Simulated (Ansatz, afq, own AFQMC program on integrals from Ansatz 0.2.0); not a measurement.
## GeH, doublet in aug-cc-pVDZ, levels against full CI

```xyz
2

Ge    0.0000    0.0000    0.0000
H     0.0000    0.0000    1.6332
```

Basis aug-cc-pVDZ. Only valence electrons are correlated. Integrals, coupled cluster, full CI and functionals: Ansatz 0.2.0; the random walks run on the same integrals in our own AFQMC program. The CISD trial takes its coefficients from CCSD amplitudes. Released means that phaseless walkers are propagated on without the constraint, phases kept. Free projection: walkers drawn from exp(T), propagated without any constraint. Its projection time is finite, and what remains of the start isn't in its error. Uncertainties: one standard error, sampling alone. No spin–orbit coupling.

Determinant: UHF, the one that the program's search chose, which needn't be the lowest solution. The geometry is a PBE0/def2-TZVPD stationary point of this or a neighbouring charge and spin state.

Full CI on the same integrals is exact in this basis and with this determinant's frozen core.

Cautions: no relativity below Rb; no spin-orbit coupling; inner d shell frozen.

The T1 diagnostic is 0.0153. The weight of the determinant in the CISD state is 0.925 and the ⟨S²⟩ of the determinant is 0.764. The size of the correlated space is 5 electrons in 31 orbitals.

```csv
level,correlation energy (eV)
MP2,-1.7316
CCSD,-2.3430
CCSD(T),-2.3911
```

Estimate where phaseless AFQMC with the Hartree–Fock trial lies against CCSD(T) on the same integrals.

0.1 ± 1.6 kJ/mol below CCSD(T). The gap is under twice the noise, so this walk alone can't tell the two apart.

Reference: full CI, correlation energy -2.407 eV. The released energy is read at 2.40 1/Eh (meV from the phaseless value at times in 1/Eh: -1.4 ± 1.3 at 0.24, -3.2 ± 1.1 at 0.51, -4.5 ± 0.7 at 0.99, -6.0 ± 0.6 at 1.62, -6.0 ± 0.6 at 2.40).

| level | E − E(reference) (kJ/mol) | share of correlation (%) |
| --- | --- | --- |
| CCSD(T) | 1.6 | 99.32 |
| CCSDT | 0.2 | 99.93 |
| CCSDT(Q) | 0.0 | 99.99 |
| CCSDTQ | 0.0 | 100.00 |
| ph-AFQMC/HF | 1.4 ± 1.6 | 99.38 |
| ph-AFQMC/CISD | 0.5 ± 0.1 | 99.78 |
| released AFQMC | -0.1 ± 0.05 | 100.02 |
| free AFQMC | 0.1 ± 0.05 | 99.98 |

CCSDT and higher add their correlation energy to the determinant of the CCSD(T) run, since their own runs factorise the integrals more tightly (a shift of under 2 meV). Free projections are given only where their last times agree within the noise and don't stop above the reference; a slow remainder of the start can still hide under it. Released energies are given only where the last usable release times agree within the noise; a slower fall can still hide under it.
